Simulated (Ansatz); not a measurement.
# Nudged elastic band run: CH4NSi, charge +1

input.yaml

```yaml
crystal:
  periodic: [false, false, false]
  atoms:
    - { symbol: C, position_ang: [-0.766332, -1.68877, 0.191686] }
    - { symbol: "N", position_ang: [-0.289891, -0.640067, 0.0673] }
    - { symbol: Si, position_ang: [0.48023, 1.058693, -0.120769] }
    - { symbol: H, position_ang: [-1.217133, -2.683616, 0.308928] }
    - { symbol: H, position_ang: [-0.04486, 1.466851, -1.453664] }
    - { symbol: H, position_ang: [-0.092266, 1.762641, 1.060627] }
    - { symbol: H, position_ang: [1.930252, 0.724258, -0.054108] }
total_charge: 1
basis:
  gaussian: { orbitals: def2-SVP }
hamiltonian:
  xc: pbe
  dispersion: d4
neb:
  order_check: false
  images: 7
  f_tol: 0.03
  max_iterations: 60
  final_atoms:
    - { symbol: C, position_ang: [-1.13969702, -0.94322877, 1.11879081] }
    - { symbol: "N", position_ang: [-0.46070501, -1.04227152, 0.10018949] }
    - { symbol: Si, position_ang: [0.39240089, 0.78907675, -0.13789426] }
    - { symbol: H, position_ang: [-0.26469029, -1.80183637, -0.58317913] }
    - { symbol: H, position_ang: [-0.18338701, 1.10931502, -1.47375345] }
    - { symbol: H, position_ang: [-0.16160403, 1.525521, 1.03273142] }
    - { symbol: H, position_ang: [1.81768246, 0.36341388, -0.05688487] }
  initial_path:
    images:
      - { positions_ang: [[-0.766332, -1.68877, 0.191686], [-0.289891, -0.640067, 0.0673], [0.48023, 1.058693, -0.120769], [-1.217133, -2.683616, 0.308928], [-0.04486, 1.466851, -1.453664], [-0.092266, 1.762641, 1.060627], [1.930252, 0.724258, -0.054108]] }
      - { positions_ang: [[-0.78111763, -1.69329806, 0.33485486], [-0.30754681, -0.66212428, 0.15370701], [0.46027655, 1.01438191, -0.12023226], [-1.0770978, -2.41082228, 0.0967387], [-0.09521971, 1.34835414, -1.44488163], [-0.09541805, 1.74567662, 1.04008652], [1.89612344, 0.65782195, -0.0602732]] }
      - { positions_ang: [[-0.79590325, -1.69782611, 0.47802372], [-0.32520262, -0.68418157, 0.24011402], [0.4403231, 0.97007082, -0.11969552], [-0.9370626, -2.13802857, -0.11545061], [-0.14557941, 1.22985729, -1.43609925], [-0.0985701, 1.72871224, 1.01954605], [1.86199489, 0.5913859, -0.0664384]] }
      - { positions_ang: [[-0.81068888, -1.70235417, 0.62119258], [-0.34285844, -0.70623885, 0.32652102], [0.42036965, 0.92575973, -0.11915878], [-0.7970274, -1.86523485, -0.32763991], [-0.19593912, 1.11136043, -1.42731688], [-0.10172215, 1.71174785, 0.99900557], [1.82786633, 0.52494986, -0.0726036]] }
      - { positions_ang: [[-0.82547451, -1.70688223, 0.76436144], [-0.36051425, -0.72829614, 0.41292803], [0.4004162, 0.88144864, -0.11862204], [-0.6569922, -1.59244113, -0.53982922], [-0.24629883, 0.99286358, -1.4185345], [-0.1048742, 1.69478347, 0.97846509], [1.79373778, 0.45851381, -0.0787688]] }
      - { positions_ang: [[-0.90403013, -1.51596886, 0.85296878], [-0.38556194, -0.80678998, 0.33474339], [0.39841237, 0.85835567, -0.1234401], [-0.55891672, -1.64478994, -0.5506667], [-0.23057087, 1.02197644, -1.43233924], [-0.11905666, 1.65246786, 0.99203167], [1.79972395, 0.43473883, -0.07329782]] }
      - { positions_ang: [[-0.98258576, -1.3250555, 0.94157613], [-0.41060963, -0.88528383, 0.25655876], [0.39640855, 0.83526269, -0.12825815], [-0.46084124, -1.69713875, -0.56150418], [-0.21484292, 1.0510893, -1.44614398], [-0.13323911, 1.61015224, 1.00559825], [1.80571012, 0.41096385, -0.06782683]] }
      - { positions_ang: [[-1.06114139, -1.13414213, 1.03018347], [-0.43565732, -0.96377767, 0.17837412], [0.39440472, 0.81216972, -0.13307621], [-0.36276577, -1.74948756, -0.57234165], [-0.19911497, 1.08020216, -1.45994871], [-0.14742157, 1.56783662, 1.01916484], [1.81169629, 0.38718886, -0.06235585]] }
      - { positions_ang: [[-1.13969702, -0.94322877, 1.11879081], [-0.46070501, -1.04227152, 0.10018949], [0.39240089, 0.78907675, -0.13789426], [-0.26469029, -1.80183637, -0.58317913], [-0.18338701, 1.10931502, -1.47375345], [-0.16160403, 1.525521, 1.03273142], [1.81768246, 0.36341388, -0.05688487]] }
```

Launched with:

```bash
$ ansatz run input.yaml --threads 1 --pin off --max-ram 2048MiB --backend cpu --events-out ev --progress --plain --runs-dir out
```

Output, in part (warnings, iteration lines, the closing report on the highest movable image, with atoms numbered from 0):

```
NEB end point (image 0): max|allowed force component| = 1.777e-2 eV/Å (the criterion of neb.relax_end_points is 1.000e-2)
NEB end point (image 8): max|allowed force component| = 7.761e-3 eV/Å (the criterion of neb.relax_end_points is 1.000e-2)
NEB iter   1: max|band force component| = 2.989e1 eV/Å  barrier→ = 6.6336 eV  barrier← = 4.3416 eV  Δτ_max = 0.1996 Å  (223 SCF iters)
NEB iter   2: max|band force component| = 2.654e0 eV/Å  barrier→ = 2.9472 eV  barrier← = 0.6552 eV  Δτ_max = 0.1966 Å  (216 SCF iters)
NEB iter   3: max|band force component| = 2.027e0 eV/Å  barrier→ = 2.8767 eV  barrier← = 0.5847 eV  Δτ_max = 0.1392 Å  (187 SCF iters)
NEB iter   4: max|band force component| = 1.809e0 eV/Å  barrier→ = 2.7560 eV  barrier← = 0.4640 eV  Δτ_max = 0.1809 Å  (187 SCF iters)
NEB iter   5: max|band force component| = 2.499e0 eV/Å  barrier→ = 2.7095 eV  barrier← = 0.4175 eV  Δτ_max = 0.1020 Å  (194 SCF iters)
NEB iter   6: max|band force component| = 1.217e0 eV/Å  barrier→ = 2.8389 eV  barrier← = 0.5469 eV  Δτ_max = 0.1558 Å  (201 SCF iters)
NEB iter   7: max|band force component| = 7.327e-1 eV/Å  barrier→ = 2.9304 eV  barrier← = 0.6385 eV  Δτ_max = 0.1336 Å  (199 SCF iters)
NEB iter   8: max|band force component| = 4.262e-1 eV/Å  barrier→ = 2.9327 eV  barrier← = 0.6407 eV  CI = image 4  Δτ_max = 0.0457 Å  (189 SCF iters)
NEB iter   9: max|band force component| = 1.119e-1 eV/Å  barrier→ = 2.9315 eV  barrier← = 0.6395 eV  CI = image 4  Δτ_max = 0.0555 Å  (189 SCF iters)
NEB iter  10: max|band force component| = 2.078e-1 eV/Å  barrier→ = 2.9314 eV  barrier← = 0.6394 eV  CI = image 4  Δτ_max = 0.0276 Å  (191 SCF iters)
NEB iter  11: max|band force component| = 3.965e-2 eV/Å  barrier→ = 2.9314 eV  barrier← = 0.6394 eV  CI = image 4  Δτ_max = 0.0546 Å  (186 SCF iters)
NEB iter  12: max|band force component| = 5.183e-2 eV/Å  barrier→ = 2.9314 eV  barrier← = 0.6394 eV  CI = image 4  Δτ_max = 0.0178 Å  (165 SCF iters)
NEB iter  13: max|band force component| = 4.882e-2 eV/Å  barrier→ = 2.9313 eV  barrier← = 0.6393 eV  CI = image 4  Δτ_max = 0.0094 Å  (182 SCF iters)
NEB iter  14: max|band force component| = 2.224e-2 eV/Å  barrier→ = 2.9312 eV  barrier← = 0.6392 eV  CI = image 4  Δτ_max = 0.0000 Å  (364 SCF iters)
Total energy: -10446.77258946 eV, -383.9118115857 hartree
Atom 0 at    -0.683720    -1.862971     0.798386 Å, force    -0.001672     0.003391    -0.000278 eV/Å
Atom 1 at    -0.314551    -0.819918     0.308678 Å, force    -0.005211    -0.001937    -0.000680 eV/Å
Atom 2 at     0.433564     0.915444    -0.123471 Å, force     0.001097    -0.001251    -0.001162 eV/Å
Atom 3 at    -1.008745    -1.646646    -0.431851 Å, force     0.005849    -0.000969     0.001057 eV/Å
Atom 4 at    -0.132372     1.089102    -1.490045 Å, force    -0.000808     0.000913     0.000720 eV/Å
Atom 5 at    -0.180487     1.721679     0.967853 Å, force     0.000432    -0.000236     0.001634 eV/Å
Atom 6 at     1.886312     0.603300    -0.029549 Å, force     0.000313     0.000088    -0.001292 eV/Å
Dipole moment:    -0.071847     0.041466    -0.261565 e Å
```

The forces met the threshold. Neighbouring images differ by up to 1.2 eV, so the band resolves the path poorly. A vibrational analysis at the climbing image gives 2 clearly imaginary modes (1186i, 112i cm⁻¹): a point of higher order, so a lower path passes nearby. The orbitals stay closed-shell, which can raise the energy where a bond breaks towards radicals; this wasn't checked here. Limits of this set-up: the dipole of an ion depends on the origin.

Final band (atoms are numbered from 1 in the order of the input):

```
image  path coordinate (Å)  energy (eV)  C1–H4 (Å)  N2–H4 (Å)
    0                 0.00         0.00       1.10       2.26
    1                 0.49         0.08       1.09       2.25
    2                 0.99         0.52       1.08       2.16
    3                 1.48         1.77       1.11       1.80
    4                 1.97         2.93       1.29       1.31
    5                 2.45         2.46       1.76       1.07
    6                 2.93         2.34       2.03       1.04
    7                 3.41         2.31       2.08       1.04
    8                 3.89         2.29       2.10       1.04
```

The run took 2.3 min on 1 thread of Arm Neoverse V1, with other jobs on the host, peak memory 0.23 GiB.
